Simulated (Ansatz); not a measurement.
`NCC(F)F` and `COC(F)F` differ in one atom or group.

Ansatz, PBE0-D4/def2-TZVP geometries, multiplicity 1. Each molecule was computed in one conformer, which needn't be the lowest.

| property | `NCC(F)F` |
| --- | --- |
| HOMO energy (ωB97M-V/def2-TZVPP) / eV | -9.76 |
| size of the dipole moment (ωB97M-V/def2-TZVPP) / D | 1.18 |
| HOMO–LUMO gap (PBE0/def2-TZVPP) / eV | 8.53 |
| HOMO–LUMO gap (PBE/def2-TZVPP) / eV | 6.13 |
| LUMO energy (ωB97M-V/def2-TZVPP) / eV | 2.62 |
| LUMO energy (PBE0/def2-TZVPP) / eV | 1.19 |

Question: Give the same properties after the change, and the shifts. (Best estimate.)

Answer: Computed: 
```csv
property,`COC(F)F`,shift
HOMO energy (ωB97M-V/def2-TZVPP) / eV,-11.37,-1.61
size of the dipole moment (ωB97M-V/def2-TZVPP) / D,2.85,1.67
HOMO–LUMO gap (PBE0/def2-TZVPP) / eV,10.30,1.77
HOMO–LUMO gap (PBE/def2-TZVPP) / eV,7.81,1.68
LUMO energy (ωB97M-V/def2-TZVPP) / eV,2.83,0.21
LUMO energy (PBE0/def2-TZVPP) / eV,1.37,0.18
```

With PBE0 the HOMO falls by 1.59 eV and the LUMO rises by 0.18 eV, so the gap widens by about 1.77 eV. PBE moves the HOMO by -1.44 eV and ωB97M-V by -1.61 eV. Dipoles are sizes alone; their direction can turn.
